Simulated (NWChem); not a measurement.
Species: Cl anion

All runs: NWChem. Level: PBE/def2-SVPD with COSMO at NWChem's default radii, gas-phase geometry; the question gives the dielectric constant. Reactions with the solvent are ignored.

Question: Estimate the computed values for dielectric constant 20.7. Quantities: electrostatic solvation energy (kcal/mol).

Answer: 
```yaml
electrostatic solvation energy (kcal/mol): -68.5
```
